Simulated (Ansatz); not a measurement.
hcp Y, treated with PBEsol (Ansatz, an electronic-structure program, plane waves, PAW).

Numerical settings: plane-wave cutoff 520 eV, 24×24×12 k mesh (along the axes of the cell as run), Fermi–Dirac smearing 0.027 eV (set by the program), scalar-relativistic PAW data made under PBE.

Computed at the level's own relaxed cell.

Hill averages of the elastic tensor: K = 42.5 GPa, G = 27.1 GPa. Volume 31.330 Å³/atom, mean atomic mass 88.906 u.

### Question
Work out the density, the sound velocities of a polycrystal and the elastic Debye temperature, and Pugh's ratio at this level.

### Answer
ρ = 1.66054 × 88.906/31.330 = 4.712 g/cm³. v_l = √[(K + 4G/3)/ρ] = 4.085 km/s and v_t = √(G/ρ) = 2.398 km/s. The mean follows from 3/v_m³ = 1/v_l³ + 2/v_t³: v_m = 2.658 km/s. Θ_D = (ħ/k_B) v_m (6π²/V)^(1/3) = 76.38 K Å s/km × 2.658 × 1.2364 Å⁻¹ = 251 K, counting all atoms of the cell. K/G = 1.57, to be set beside Pugh's rough bound of 1.75 between brittle and ductile metals.
